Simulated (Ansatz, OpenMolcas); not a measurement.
**CHNS (isothiocyanic acid): from total energies to a heat of formation**

CHNS: 4 atoms, total charge 0, spin state singlet. SMILES: `N=C=S`. The shape is that of a PBE0-D4/def2-TZVP optimisation.

Total energies at M06-L/def2-TZVP (OpenMolcas 26.06); the atoms run unrestricted:

| species | state | energy (Eh) |
| --- | --- | --- |
| CHNS | singlet | -491.677101 |
| N | quartet | -54.600803 |
| C | triplet | -37.847373 |
| S | triplet | -398.103972 |
| H | doublet | -0.503416 |

Harmonic wavenumbers at PBE0-D4/def2-TZVP, in cm⁻¹: 464, 502, 634, 901, 2082, 3713.

Measured heats of formation of the gaseous atoms at 298.15 K, in kJ/mol: N 472.4, C 716.9, S 277.0, H 218.0. Spin-orbit lowering of the atoms at 298 K (mean of the ground term's levels less their thermal mean, from spectra), in kJ/mol: C 0.02, S 1.88. Take 1 Eh = 2625.50 kJ/mol, 1 cm⁻¹ = 0.0119627 kJ/mol, RT = 2.479 kJ/mol.

**Question.** Work out the heat of formation of the gas at 298 K.

**Answer.** 
1. Electronic atomisation energy: (-54.600803) + (-37.847373) + (-398.103972) + (-0.503416) − (-491.677101) = 0.621537 Eh = 1631.8 kJ/mol.
2. Zero-point energy: half the sum of the wavenumbers, 4148 cm⁻¹ = 49.6 kJ/mol.
3. Thermal vibrational enthalpy, Σ hcν̃/(exp(hcν̃/kT) − 1): 1.8 kJ/mol. Translation, rotation and pV of a non-linear molecule: 4 RT = 9.9 kJ/mol.
4. The 4 free atoms carry 5/2 RT each: 24.8 kJ/mol.
5. Spin-orbit coupling lowers the free atoms by 0.02 + 1.88 = 1.9 kJ/mol.
6. Atomisation enthalpy at 298 K: 1631.8 − 1.9 − 49.6 − 1.8 − 9.9 + 24.8 = 1593.4 kJ/mol.
7. Sum of the atoms' heats of formation: 1684.3 kJ/mol. Heat of formation: 1684.3 − 1593.4 = +90.9 kJ/mol.

The tabulated value is +127.6 kJ/mol (CRC Handbook of Chemistry and Physics), so this level is off by -36.7 kJ/mol, or 2.4 % of the atomisation enthalpy. Anharmonicity and any spin-orbit splitting of the molecule are left out.
